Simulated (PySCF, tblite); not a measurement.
# C₄H₄: bond homolysis, part 1 of 2

Aim: compute the bond homolysis of C₄H₄ (`C=C=C=C`).

Computed with tblite 0.8.0 and PySCF 2.14.0 and routines of our own; the level stands in each step. Atoms count from 0.

## Step 1: The system as given

8 atoms, charge 0, multiplicity 1; geometry from: start built from the parent or by distance geometry.

## Step 2: Relaxing the molecule with GFN2-xTB

What the job is given:

```
{"job": {"kind": "relax", "xc": "GFN2-xTB", "basis": "xTB"}, "charge": 0, "multiplicity": 1}
C      1.919900    -0.328800     0.333700
C      0.614300    -0.122800     0.111600
C     -0.615900     0.070000    -0.067100
C     -1.902000     0.322800    -0.307500
H      2.282700    -1.263100     0.731600
H      2.538200     0.523400     0.089300
H     -2.245000     0.313700    -1.322600
H     -2.574000     0.503600     0.537300
```

Launch:

```console
OMP_NUM_THREADS=1 python redox_run.py task.json out
```

This one command runs all jobs of the session in turn.

The log of the run:

```text
step      E/eV     max force
  0    -283.68799    1.298
  1    -283.78202    1.256
  2    -284.16808    2.414
  3    -284.42079    5.223
  4    -284.83352    3.356
  5    -285.02619    1.071
  6    -285.08065    0.914
  7    -285.13693    0.823
  8    -285.18585    0.349
  9    -285.18793    0.340
 10    -285.18960    0.094
 11    -285.19000    0.087
 12    -285.19075    0.075
 13    -285.19091    0.037
 14    -285.19102    0.040
 15    -285.19113    0.045
 16    -285.19131    0.067
 17    -285.19147    0.051
 18    -285.19158    0.038
 19    -285.19168    0.043
 20    -285.19184    0.073
 21    -285.19208    0.096
 22    -285.19229    0.074
 23    -285.19240    0.026
 24    -285.19243    0.016
 25    -285.19244    0.016
 26    -285.19246    0.015
 27    -285.19246    0.007
```

It took 0.23 s on 1 thread of AMD EPYC, shared host.

Step by step:

```csv
step,energy from step 0 (eV),largest force (eV/Å)
0,0.0000,1.2981
1,-0.0940,1.2557
2,-0.4801,2.4138
3,-0.7328,5.2227
4,-1.1455,3.3557
5,-1.3382,1.0713
6,-1.3927,0.9145
7,-1.4489,0.8225
8,-1.4979,0.3493
9,-1.4999,0.3405
10,-1.5016,0.0938
11,-1.5020,0.0868
12,-1.5028,0.0754
13,-1.5029,0.0370
14,-1.5030,0.0397
15,-1.5031,0.0446
16,-1.5033,0.0671
17,-1.5035,0.0507
18,-1.5036,0.0383
19,-1.5037,0.0429
20,-1.5038,0.0728
21,-1.5041,0.0963
22,-1.5043,0.0737
23,-1.5044,0.0259
24,-1.5044,0.0155
25,-1.5044,0.0160
26,-1.5045,0.0151
27,-1.5045,0.0068
```

Distances of close pairs at the start and the end, largest changes first:

```csv
bond,before (Å),after (Å),change (Å)
C0–C1,1.340,1.307,-0.033
C2–C3,1.333,1.307,-0.025
C3–H7,1.095,1.079,-0.016
C3–H6,1.072,1.079,+0.007
C0–H5,1.081,1.079,-0.002
C1–C2,1.258,1.259,+0.001
C0–H4,1.078,1.079,+0.000
```

The final coordinates are the input of the step that follows.

## Step 3: Vibrational analysis with GFN2-xTB

What the job is given:

```
{"job": {"kind": "ir", "xc": "GFN2-xTB", "basis": "xTB"}, "charge": 0, "multiplicity": 1}
C      1.889439    -0.301699     0.325372
C      0.615139    -0.094818     0.119985
C     -0.611533     0.103274    -0.083932
C     -1.884992     0.306109    -0.298586
H      2.240913    -0.868428     1.173291
H      2.638367     0.086985    -0.346850
H     -2.230409     0.870280    -1.150627
H     -2.638809    -0.082878     0.367698
```

The log of the run:

```text
mode    cm-1     km/mol
  1     202.5      1.02
  2     224.2      3.06
  3     253.4      0.00
  4     483.8      0.00
  5     742.3      0.00
  6     825.0     60.15
  7     848.5      0.01
  8     944.8      0.00
  9     947.8      0.00
 10    1007.7      2.99
 11    1368.0      0.66
 12    1407.8      0.00
 13    1714.0     31.56
 14    2202.9      0.00
 15    3069.5     21.98
 16    3070.7     12.74
 17    3078.2      5.02
 18    3080.0     43.81
ZPE 152.351  H(298)-E 167.982  G(298)-E 87.002 kJ/mol  S 271.61 J/(mol K)
```

Run time: 0.34 s. Hardware: 1 thread of AMD EPYC, shared host.

The strongest bands and the atoms that carry them (share of the mass-weighted mode):

```csv
cm⁻¹,km/mol,atoms
224,3.1,"C2 21 %, C1 21 %, C3 11 %, C0 11 %"
825,60.1,"H7 19 %, H6 19 %, H5 19 %, H4 19 %"
1008,3.0,"H5 17 %, H4 17 %, H6 17 %, H7 16 %"
1714,31.6,"C0 24 %, C3 24 %, C2 24 %, C1 24 %"
3070,22.0,"H5 51 %, H4 42 %"
3071,12.7,"H6 49 %, H7 45 %"
3078,5.0,"H4 40 %, H5 32 %"
3080,43.8,"H7 38 %, H6 35 %"
```

## Step 4: Optimising the geometry at PBE0-D3(BJ)/def2-SVP

Settings changed since step 3:

```diff
@@ -1,2 +1,2 @@
-{"job": {"kind": "ir", "xc": "GFN2-xTB", "basis": "xTB"}, "charge": 0, "multiplicity": 1}
+{"job": {"xc": "PBE0", "basis": "def2-SVP", "d3": "d3bj", "grid": 1, "kind": "geom"}, "charge": 0, "multiplicity": 1}
 C      1.889439    -0.301699     0.325372
```

The log of the run:

```text
step   0  E = -154.42299986  max force = 0.010011
step   1  E = -154.42441710  max force = 0.001925
step   2  E = -154.42442293  max force = 0.000115
optimisation converged
```

Run time: 10 s. Hardware: 1 thread of AMD EPYC, shared host.

Along the way:

```csv
step,energy from step 0 (eV),largest force component (eV/Å)
0,0.0000,0.5148
1,-0.0386,0.0990
2,-0.0387,0.0059
```

Distances of close pairs at the start and the end, largest changes first:

```csv
bond,before (Å),after (Å),change (Å)
C3–H7,1.079,1.095,+0.017
C3–H6,1.079,1.095,+0.017
C0–H4,1.079,1.095,+0.017
C0–H5,1.079,1.095,+0.017
C1–C2,1.259,1.274,+0.015
C0–C1,1.307,1.318,+0.011
C2–C3,1.307,1.318,+0.011
```

The end geometry stands in the next job.

```csv
at the end point,value
point group (found at 0.08 Å tolerance),D2h
"rotational constants (GHz, main isotopes)","143.1, 3.974, 3.866"
dipole moment (D),0.00
```

## Step 5: Harmonic vibrations (C₄H₄): PBE0-D3(BJ)/def2-SVP

What the job is given:

```
{"job": {"xc": "PBE0", "basis": "def2-SVP", "d3": "d3bj", "grid": 2, "kind": "hessian"}, "charge": 0, "multiplicity": 1}
C      1.907975    -0.301449     0.328500
C      0.623200    -0.096864     0.116769
C     -0.618875     0.101157    -0.088622
C     -1.903354     0.306194    -0.301821
H      2.257739    -0.875956     1.193011
H      2.667157     0.096379    -0.353509
H     -2.251432     0.880692    -1.167039
H     -2.663857    -0.091170     0.379006
```

The log of the run:

```text
coarse grid: 6824 points
cycle   1  E = -154.3829976617  dE =  4.128e-01  |g| = 2.177e-01  |ddm| = 3.181e+00
cycle   2  E = -154.3867740832  dE = -3.776e-03  |g| = 1.942e-01  |ddm| = 4.766e-01
cycle   3  E = -154.3979455514  dE = -1.117e-02  |g| = 5.175e-02  |ddm| = 2.562e-01
cycle   4  E = -154.3985797493  dE = -6.342e-04  |g| = 1.807e-02  |ddm| = 5.571e-02
cycle   5  E = -154.3986640782  dE = -8.433e-05  |g| = 3.312e-04  |ddm| = 1.626e-02
cycle   6  E = -154.3986641191  dE = -4.082e-08  |g| = 8.119e-05  |ddm| = 5.227e-04
final grid: 66320 points
cycle   7  E = -154.4244258246  dE = -1.089e-05  |g| = 4.143e-03  |ddm| = 2.187e-02
cycle   8  E = -154.4244273550  dE = -1.530e-06  |g| = 3.544e-03  |ddm| = 8.323e-03
cycle   9  E = -154.4244309114  dE = -3.556e-06  |g| = 2.436e-04  |ddm| = 3.755e-03
cycle  10  E = -154.4244309253  dE = -1.389e-08  |g| = 1.029e-04  |ddm| = 2.968e-04
cycle  11  E = -154.4244309281  dE = -2.821e-09  |g| = 2.376e-05  |ddm| = 1.068e-04
cycle  12  E = -154.4244309283  dE = -1.249e-10  |g| = 1.271e-05  |ddm| = 3.298e-05
cycle  13  E = -154.4244309283  dE = -5.036e-11  |g| = 5.244e-07  |ddm| = 1.327e-05
converged SCF energy = -154.4244309283

mode    cm-1
  1     224.2
  2     236.1
  3     369.2
  4     590.2
  5     771.7
  6     882.6
  7     886.0
  8     917.1
  9     997.8
 10    1013.3
 11    1372.8
 12    1436.2
 13    1719.3
 14    2243.8
 15    3144.7
 16    3147.9
 17    3240.9
 18    3241.2
ZPE 158.117  H(298)-E 172.962  G(298)-E 93.432 kJ/mol  S 266.74 J/(mol K)
```

It took 79 s on 1 thread of AMD EPYC, shared host; peak memory 1.2 GiB.

Zero-point energy 158.12 kJ/mol (xTB gave 152.35).

## Step 6: Single point (C₄H₄): M06-2X/def2-TZVP

Geometry: PBE0-D3(BJ)/def2-SVP.

Settings changed since step 5:

```diff
@@ -1,2 +1,2 @@
-{"job": {"xc": "PBE0", "basis": "def2-SVP", "d3": "d3bj", "grid": 2, "kind": "hessian"}, "charge": 0, "multiplicity": 1}
+{"job": {"kind": "sp", "xc": "M06-2X", "basis": "def2-TZVP", "grid": 3}, "charge": 0, "multiplicity": 1}
 C      1.907975    -0.301449     0.328500
```

The log of the run:

```text
coarse grid: 30608 points
cycle   1  E = -154.6950118464  dE =  5.851e-01  |g| = 2.129e-01  |ddm| = 3.078e+00
cycle   2  E = -154.7049765522  dE = -9.965e-03  |g| = 1.248e-01  |ddm| = 3.819e-01
cycle   3  E = -154.7087338716  dE = -3.757e-03  |g| = 5.943e-02  |ddm| = 1.454e-01
cycle   4  E = -154.7095705884  dE = -8.367e-04  |g| = 2.100e-02  |ddm| = 4.603e-02
cycle   5  E = -154.7096749406  dE = -1.044e-04  |g| = 1.181e-03  |ddm| = 1.544e-02
cycle   6  E = -154.7096757576  dE = -8.169e-07  |g| = 2.602e-04  |ddm| = 2.853e-03
final grid: 95704 points
cycle   7  E = -154.7103678518  dE = -5.973e-06  |g| = 6.751e-04  |ddm| = 4.133e-02
cycle   8  E = -154.7103679471  dE = -9.529e-08  |g| = 4.688e-04  |ddm| = 1.928e-03
cycle   9  E = -154.7103679983  dE = -5.117e-08  |g| = 2.309e-04  |ddm| = 4.840e-04
cycle  10  E = -154.7103680113  dE = -1.308e-08  |g| = 5.110e-05  |ddm| = 1.995e-04
cycle  11  E = -154.7103680121  dE = -7.591e-10  |g| = 7.805e-06  |ddm| = 6.320e-05
converged SCF energy = -154.7103680121
```

Run time: 15 s. Hardware: 1 thread of AMD EPYC, shared host.

## Step 7: Optimising the geometry with GFN2-xTB

This step treats C₄H₃ radical, labelled `[CH]=C=C=C` (the label fixes atoms and charge, not where charge and spin sit).

What the job is given:

```
{"job": {"kind": "relax", "xc": "GFN2-xTB", "basis": "xTB"}, "charge": 0, "multiplicity": 2}
C      1.924200    -0.307600     0.323200
C      0.612500    -0.088200     0.093800
C     -0.601400     0.093500    -0.085400
C     -1.905800     0.320800    -0.322400
H      2.663900     0.092500    -0.342200
H     -2.262400     0.879000    -1.175800
H     -2.663400    -0.085300     0.368000
```

The log of the run:

```text
step      E/eV     max force
  0    -268.78766    7.434
  1    -268.55552   11.597
  2    -269.20537    2.346
  3    -269.26197    1.283
  4    -269.32244    0.778
  5    -269.36028    0.834
  6    -269.41780    0.729
  7    -269.47328    0.969
  8    -269.51567    0.791
  9    -269.54108    0.555
 10    -269.55319    0.429
 11    -269.56117    0.402
 12    -269.57060    0.278
 13    -269.57514    0.122
 14    -269.57563    0.088
 15    -269.57619    0.092
 16    -269.57722    0.146
 17    -269.57823    0.135
 18    -269.57890    0.081
 19    -269.57919    0.069
 20    -269.57944    0.070
 21    -269.58000    0.126
 22    -269.58084    0.160
 23    -269.58163    0.115
 24    -269.58217    0.071
 25    -269.58259    0.096
 26    -269.58313    0.119
 27    -269.58418    0.191
 28    -269.58568    0.215
 29    -269.58711    0.144
 30    -269.58768    0.037
 31    -269.58780    0.040
 32    -269.58791    0.047
 33    -269.58801    0.052
 34    -269.58808    0.026
 35    -269.58809    0.013
 36    -269.58810    0.007
```

Run time: 0.35 s. Hardware: 1 thread of AMD EPYC, shared host.

Along the way: (not every step is listed) (the energy doesn't fall at every step)

```csv
step,energy from step 0 (eV),largest force (eV/Å)
0,0.0000,7.4342
1,0.2321,11.5972
2,-0.4177,2.3460
3,-0.4743,1.2832
4,-0.5348,0.7782
5,-0.5726,0.8340
6,-0.6301,0.7293
7,-0.6856,0.9686
8,-0.7280,0.7910
10,-0.7655,0.4291
12,-0.7829,0.2781
14,-0.7880,0.0877
16,-0.7896,0.1459
18,-0.7912,0.0808
20,-0.7918,0.0698
22,-0.7932,0.1602
24,-0.7945,0.0707
26,-0.7955,0.1195
28,-0.7980,0.2150
30,-0.8000,0.0367
31,-0.8001,0.0395
32,-0.8003,0.0465
33,-0.8003,0.0520
34,-0.8004,0.0256
35,-0.8004,0.0134
36,-0.8004,0.0072
```

Distances of close pairs at the start and the end, largest changes first:

```csv
bond,before (Å),after (Å),change (Å)
C0–C1,1.350,1.227,-0.122
C1–C2,1.240,1.312,+0.071
C2–C3,1.345,1.294,-0.051
C0–H4,1.072,1.048,-0.025
C3–H6,1.103,1.084,-0.019
C3–H5,1.080,1.084,+0.003
```

The end geometry stands in the next job.

## Step 8: Harmonic vibrations with GFN2-xTB

What the job is given:

```
{"job": {"kind": "ir", "xc": "GFN2-xTB", "basis": "xTB"}, "charge": 0, "multiplicity": 2}
C      1.861075    -0.089263     0.001049
C      0.643544     0.033594    -0.090570
C     -0.657407     0.167718    -0.190443
C     -1.942143     0.293496    -0.285122
H      2.899747    -0.200596     0.078963
H     -2.414685     0.837261    -1.094679
H     -2.622650    -0.137462     0.439931
```

The log of the run:

```text
mode    cm-1     km/mol
  1      74.7      7.08
  2     196.4      0.53
  3     208.8      7.49
  4     411.6      1.44
  5     416.0     14.33
  6     624.7     21.00
  7     834.1     29.71
  8     933.8      3.53
  9     945.0      0.42
 10    1377.4      2.82
 11    1863.6     26.33
 12    2083.5      9.84
 13    2977.9     18.75
 14    2999.0     17.21
 15    3401.8      9.63
ZPE 115.728  H(298)-E 133.018  G(298)-E 46.140 kJ/mol  S 291.39 J/(mol K)
```

Wall time 0.4 s (1 thread of AMD EPYC, shared host).

Which atoms move in the most intense modes:

```csv
cm⁻¹,km/mol,atoms
416,14.3,"H4 76 %, C1 18 %"
625,21.0,H4 76 %
834,29.7,"H5 39 %, H6 39 %, C3 21 %"
1864,26.3,"C2 51 %, C3 26 %, C0 14 %"
2084,9.8,"C1 57 %, C0 19 %, C2 18 %"
2978,18.8,"H6 48 %, H5 43 %"
2999,17.2,"H5 51 %, H6 45 %"
3402,9.6,"H4 88 %, C0 11 %"
```

## Step 9: Geometry optimisation at PBE0-D3(BJ)/def2-SVP

This step treats C₄H₃ radical, labelled `[CH]=C=C=C` (the label fixes atoms and charge, not where charge and spin sit).

Settings changed since step 8:

```diff
@@ -1,2 +1,2 @@
-{"job": {"kind": "ir", "xc": "GFN2-xTB", "basis": "xTB"}, "charge": 0, "multiplicity": 2}
+{"job": {"xc": "PBE0", "basis": "def2-SVP", "d3": "d3bj", "grid": 1, "kind": "geom"}, "charge": 0, "multiplicity": 2}
 C      1.861075    -0.089263     0.001049
```

The log of the run:

```text
step   0  E = -153.76629334  max force = 0.022155
step   1  E = -153.76809639  max force = 0.003613
step   2  E = -153.76810531  max force = 0.000095
optimisation converged
```

Run time: 13 s. Hardware: 1 thread of AMD EPYC, shared host.

Along the way:

```csv
step,energy from step 0 (eV),largest force component (eV/Å)
0,0.0000,1.1393
1,-0.0491,0.1858
2,-0.0493,0.0049
```

Distances of close pairs at the start and the end, largest changes first:

```csv
bond,before (Å),after (Å),change (Å)
C0–H4,1.048,1.074,+0.027
C2–C3,1.294,1.311,+0.017
C3–H5,1.084,1.099,+0.015
C3–H6,1.084,1.099,+0.015
C0–C1,1.227,1.241,+0.014
C1–C2,1.312,1.325,+0.013
```

The final coordinates are the input of the step that follows.

```csv
at the end point,value
point group (found at 0.08 Å tolerance),C2v
"rotational constants (GHz, main isotopes)","287.2, 4.121, 4.063"
dipole moment (D),0.02
⟨S²⟩,0.799
```

## Step 10: Harmonic vibrations (C4H3 radical): PBE0-D3(BJ)/def2-SVP

What the job is given:

```
{"job": {"xc": "PBE0", "basis": "def2-SVP", "d3": "d3bj", "grid": 2, "kind": "hessian"}, "charge": 0, "multiplicity": 2}
C      1.880622    -0.095550     0.004554
C      0.649748     0.030942    -0.089933
C     -0.664388     0.166676    -0.191577
C     -1.965324     0.297448    -0.288054
H      2.945936    -0.206037     0.085919
H     -2.431427     0.853615    -1.113296
H     -2.647168    -0.143423     0.452504
```

The log of the run:

```text
coarse grid: 6208 points
cycle   1  E = -153.7210397940  dE =  4.594e-01  |g| = 1.713e-01  |ddm| = 2.211e+00
cycle   2  E = -153.7295612852  dE = -8.521e-03  |g| = 1.423e-01  |ddm| = 3.832e-01
cycle   3  E = -153.7400902971  dE = -1.053e-02  |g| = 5.109e-02  |ddm| = 1.703e-01
cycle   4  E = -153.7412291047  dE = -1.139e-03  |g| = 2.934e-02  |ddm| = 6.201e-02
cycle   5  E = -153.7418677768  dE = -6.387e-04  |g| = 1.271e-02  |ddm| = 4.039e-02
cycle   6  E = -153.7420479405  dE = -1.802e-04  |g| = 5.135e-03  |ddm| = 1.943e-02
cycle   7  E = -153.7421661287  dE = -1.182e-04  |g| = 2.796e-03  |ddm| = 2.311e-02
cycle   8  E = -153.7422076805  dE = -4.155e-05  |g| = 2.394e-03  |ddm| = 1.392e-02
cycle   9  E = -153.7422278612  dE = -2.018e-05  |g| = 1.286e-03  |ddm| = 1.011e-02
cycle  10  E = -153.7422373447  dE = -9.483e-06  |g| = 2.833e-04  |ddm| = 1.064e-02
final grid: 60952 points
cycle  11  E = -153.7681043944  dE = -1.109e-05  |g| = 2.388e-03  |ddm| = 1.300e-02
cycle  12  E = -153.7681058511  dE = -1.457e-06  |g| = 1.932e-03  |ddm| = 5.263e-03
cycle  13  E = -153.7681080008  dE = -2.150e-06  |g| = 3.583e-04  |ddm| = 2.290e-03
cycle  14  E = -153.7681080868  dE = -8.601e-08  |g| = 1.545e-04  |ddm| = 4.366e-04
cycle  15  E = -153.7681081321  dE = -4.530e-08  |g| = 9.440e-05  |ddm| = 3.123e-04
cycle  16  E = -153.7681081633  dE = -3.124e-08  |g| = 7.354e-05  |ddm| = 3.272e-04
cycle  17  E = -153.7681081890  dE = -2.567e-08  |g| = 3.464e-05  |ddm| = 4.435e-04
cycle  18  E = -153.7681081933  dE = -4.307e-09  |g| = 2.162e-05  |ddm| = 1.776e-04
cycle  19  E = -153.7681081945  dE = -1.198e-09  |g| = 6.095e-06  |ddm| = 1.018e-04
cycle  20  E = -153.7681081947  dE = -1.787e-10  |g| = 1.736e-06  |ddm| = 4.119e-05
cycle  21  E = -153.7681081947  dE = -1.285e-11  |g| = 4.935e-07  |ddm| = 8.980e-06
converged SCF energy = -153.7681081947

mode    cm-1
  1      98.1
  2     235.2
  3     342.4
  4     389.9
  5     561.5
  6     659.5
  7     881.1
  8     913.7
  9     950.6
 10    1401.3
 11    1826.6
 12    2032.6
 13    3100.3
 14    3184.0
 15    3479.2
ZPE 119.962  H(298)-E 136.206  G(298)-E 51.393 kJ/mol  S 284.46 J/(mol K)
```

It took 2.2 min on 1 thread of AMD EPYC, shared host; peak memory 1.2 GiB.

Zero-point energy 119.96 kJ/mol (xTB gave 115.73).

## Step 11: Single point (C₄H₃ radical): M06-2X/def2-TZVP

Geometry: PBE0-D3(BJ)/def2-SVP.

Settings changed since step 10:

```diff
@@ -1,2 +1,2 @@
-{"job": {"xc": "PBE0", "basis": "def2-SVP", "d3": "d3bj", "grid": 2, "kind": "hessian"}, "charge": 0, "multiplicity": 2}
+{"job": {"kind": "sp", "xc": "M06-2X", "basis": "def2-TZVP", "grid": 3}, "charge": 0, "multiplicity": 2}
 C      1.880622    -0.095550     0.004554
```

The log of the run:

```text
coarse grid: 28136 points
cycle   1  E = -154.0311582331  dE =  6.173e-01  |g| = 1.677e-01  |ddm| = 2.621e+00
cycle   2  E = -154.0458539575  dE = -1.470e-02  |g| = 8.730e-02  |ddm| = 4.864e-01
cycle   3  E = -154.0498234468  dE = -3.969e-03  |g| = 3.740e-02  |ddm| = 1.332e-01
cycle   4  E = -154.0506882957  dE = -8.648e-04  |g| = 1.856e-02  |ddm| = 5.108e-02
cycle   5  E = -154.0509680436  dE = -2.797e-04  |g| = 9.659e-03  |ddm| = 2.823e-02
cycle   6  E = -154.0511106972  dE = -1.427e-04  |g| = 5.750e-03  |ddm| = 2.811e-02
cycle   7  E = -154.0511967591  dE = -8.606e-05  |g| = 2.417e-03  |ddm| = 2.719e-02
cycle   8  E = -154.0512244411  dE = -2.768e-05  |g| = 1.311e-03  |ddm| = 1.707e-02
cycle   9  E = -154.0512304888  dE = -6.048e-06  |g| = 8.904e-04  |ddm| = 7.151e-03
final grid: 85896 points
cycle  10  E = -154.0518921245  dE = -6.446e-06  |g| = 8.858e-04  |ddm| = 3.941e-02
cycle  11  E = -154.0518925870  dE = -4.624e-07  |g| = 9.769e-04  |ddm| = 2.747e-03
cycle  12  E = -154.0518932332  dE = -6.462e-07  |g| = 2.765e-04  |ddm| = 9.586e-04
cycle  13  E = -154.0518934938  dE = -2.606e-07  |g| = 2.119e-04  |ddm| = 1.118e-03
cycle  14  E = -154.0518935981  dE = -1.043e-07  |g| = 1.284e-04  |ddm| = 7.151e-04
cycle  15  E = -154.0518936729  dE = -7.484e-08  |g| = 6.371e-05  |ddm| = 1.005e-03
cycle  16  E = -154.0518936840  dE = -1.110e-08  |g| = 2.690e-05  |ddm| = 4.267e-04
cycle  17  E = -154.0518936851  dE = -1.147e-09  |g| = 8.714e-06  |ddm| = 1.198e-04
converged SCF energy = -154.0518936851
```

Run time: 31 s. Hardware: 1 thread of AMD EPYC, shared host.

## Step 12: Single point (H radical): M06-2X/def2-TZVP

Geometry: atom.

What the job is given:

```
{"job": {"kind": "sp", "xc": "M06-2X", "basis": "def2-TZVP", "grid": 3}, "charge": 0, "multiplicity": 2}
H      0.000000     0.000000     0.000000
```

The log of the run:

```text
coarse grid: 2472 points
cycle   1  E = -0.4933159011  dE = -9.784e-02  |g| = 6.321e-02  |ddm| = 3.884e-01
cycle   2  E = -0.4979412210  dE = -4.625e-03  |g| = 1.231e-02  |ddm| = 1.107e-01
cycle   3  E = -0.4981358863  dE = -1.947e-04  |g| = 2.569e-03  |ddm| = 3.175e-02
cycle   4  E = -0.4981476994  dE = -1.181e-05  |g| = 8.618e-05  |ddm| = 9.436e-03
cycle   5  E = -0.4981477027  dE = -3.280e-09  |g| = 4.679e-06  |ddm| = 6.463e-05
final grid: 9808 points
cycle   6  E = -0.4981477249  dE = -1.254e-11  |g| = 3.318e-07  |ddm| = 3.618e-06
converged SCF energy = -0.4981477249
```

It took 0.22 s on 1 thread of AMD EPYC, shared host.

## Step 13: Bond homolysis: M06-2X/def2-TZVP

This step combines the energies above: geometries from PBE0-D3(BJ)/def2-SVP, zero-point and thermal terms from PBE0-D3(BJ)/def2-SVP.

What the job is given:

```
{"job": {"kind": "bd", "cap": 8, "geom": {"xc": "PBE0", "basis": "def2-SVP", "d3": "d3bj", "grid": 1}, "hess": 1, "level": {"xc": "M06-2X", "basis": "def2-TZVP", "grid": 3}}, "charge": 0, "multiplicity": 1}
C      1.907975    -0.301449     0.328500
C      0.623200    -0.096864     0.116769
C     -0.618875     0.101157    -0.088622
C     -1.903354     0.306194    -0.301821
H      2.257739    -0.875956     1.193011
H      2.667157     0.096379    -0.353509
H     -2.251432     0.880692    -1.167039
H     -2.663857    -0.091170     0.379006
```

Output (the driver's rows laid out field by field):

```text
homolysis bond by bond, M06-2X/def2-TZVP // PBE0-D3(BJ)/def2-SVP

row 1
  atoms                   0 4
  elements                C H
  length                  1.0953
  fragments               formula C4H3, charge 0, multiplicity 2, smiles [CH]=C=C=C, kept yes, pieces 1, point_group C2v, largest_spin C 0.71; formula H, charge 0, multiplicity 2, smiles [H], kept yes, pieces 1
  electronic              420.94
  zero_kelvin             382.78
  enthalpy                390.38
  free_energy             350.89
```

Wall time 4.7 min (1 thread of AMD EPYC, shared host).

Dissociation energies (kJ/mol, gas phase, 298 K for the thermal columns):

```csv
bond,fragments,electronic,enthalpy,free energy
C0–H4,[CH]=C=C=C + [H],420.9,390.4,350.9
```

(Continued in part 2 of 2.)
